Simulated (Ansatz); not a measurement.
Zinc-blende HgSe, treated with Hartree–Fock (plane waves, PAW; Ansatz, a program for electronic structure).

Run with plane-wave cutoff 460 eV, 8×8×8 k mesh, Fermi–Dirac smearing 0.01 eV, scalar-relativistic PAW data made under PBE.

Computed at the level's own relaxed cell.

Q: Give the computed volume per atom, bulk modulus, lattice constant a and band gap.

A: 
- volume per atom: 31.42 Å³/atom
- bulk modulus: 49.7 GPa
- lattice constant a: 6.311 Å
- band gap: 5.32 eV (on the SCF k mesh)

Measured, for comparison: equilibrium volume per atom 28.16 Å³/atom, lattice constant a 6.085 Å (293 K, not corrected to a static lattice; as tabulated in Cardona et al. (2009), arXiv:0908.2634); bulk modulus 50 GPa (temperature not stated, not corrected to a static lattice, our sources range from 48.5 to 51.6; as tabulated in Toher et al. (2017), arXiv:1611.05714). Computed (rounded) less measured: equilibrium volume per atom +11.6 %, bulk modulus -0.6 % (inside the range of the sources held), lattice constant a +3.7 %.

Note: the cell is over a tenth larger than the published one: the level's own overestimate first of all, though another phase or state, or a fault of the published cell, is possible.

Spin–orbit coupling is not included; with these elements it can move the gap by several tenths of an eV or more.

The computed numbers hold no vibrational or temperature effects.
